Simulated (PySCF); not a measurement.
## Potential energy of LiS⁺ along the bond

Set-up: basis Li 6-311G(d,p), S 6-311G(d,p); no relativity; PySCF 2.14. Energies in eV from Li⁺ + S in their ground configurations at the same level. State: ³Σ⁻ (triplet), unpaired electrons π ↑↑.

| R (Å) | UHF-SCS-MP2 | UHF-CCSD(T) | M06-2X | PBE0 |
| --- | --- | --- | --- | --- |
| 2.124 | -0.5996 |  | -0.5680 | -0.5769 |
| 2.223 | -0.7376 | -0.7774 | -0.6988 | -0.7104 |
| 2.322 | -0.8120 | -0.8492 | -0.7695 | -0.7829 |
| 2.396 | -0.8375 | -0.8727 | -0.7937 | -0.8083 |
| 2.470 | -0.8435 | -0.8769 | -0.8000 | -0.8153 |
| 2.544 | -0.8350 | -0.8666 | -0.7927 | -0.8083 |
| 2.643 | -0.8071 | -0.8363 | -0.7670 | -0.7833 |
| 2.766 | -0.7549 | -0.7813 | -0.7189 | -0.7355 |
| 2.915 | -0.6790 | -0.7020 | -0.6492 | -0.6648 |
| 3.112 | -0.5719 |  | -0.5512 | -0.5640 |

Q: Put a parabola through the three lowest points of the UHF-SCS-MP2 curve and estimate Re, k and ωe (reduced mass 5.753 u; 1 eV/Å² = 0.16022 mdyn/Å; ωe = 1302.8·√(k/μ) cm⁻¹).

A: Through R = 2.396, 2.47, 2.544 Å the second-order coefficient is 1.32 eV/Å², so Re ≈ 2.464 Å, k ≈ 0.424 mdyn/Å and ωe ≈ 354 cm⁻¹. A polynomial fit of higher order to the unrounded UHF-SCS-MP2 energies gives Re = 2.460 Å, k = 0.441 mdyn/Å, ωe = 361 cm⁻¹; anharmonicity and rounding make the difference.

The higher-order fit for each curve: UHF-SCS-MP2: Re = 2.460 Å, ωe = 361 cm⁻¹, De = 0.84 eV; UHF-CCSD(T): Re = 2.452 Å, ωe = 366 cm⁻¹, De = 0.88 eV; M06-2X: Re = 2.463 Å, ωe = 347 cm⁻¹, De = 0.80 eV; PBE0: Re = 2.467 Å, ωe = 348 cm⁻¹, De = 0.82 eV.

Correlated steps freeze 5 core orbitals. For an ion De counts to the pair picked by the measured ionisation energies or electron affinities, which need not be the lowest pair at this level. The state was picked by a PBE0 search and need not be the measured ground state.
